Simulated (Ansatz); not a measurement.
## 1T (CdI2-type) VSe₂ (undistorted form, which takes a superstructure on cooling)

Method: r²SCAN-D4 (PAW; Ansatz, a program for electronic structure).

Numerical settings: plane-wave cutoff 500 eV, 12×12×6 k mesh (along the axes of the cell as run), Fermi–Dirac smearing 0.05 eV, scalar-relativistic PAW data made under PBE.

Cell (relaxed at this level):

```yaml
crystal:
  lattice:
    - [1.66703, -2.88738, 0.00000]
    - [1.66703, 2.88738, 0.00000]
    - [0.00000, 0.00000, 6.27545]
  atoms:
    - { symbol: V, position: [0.00000, 0.00000, 0.00000] }
    - { symbol: Se, position: [0.33333, 0.66667, 0.24699] }
    - { symbol: Se, position: [0.66667, 0.33333, 0.75301] }
```

equilibrium volume per atom: 20.14 Å³/atom
equilibrium lattice constant a: 3.334 Å
lattice parameter c: 6.275 Å
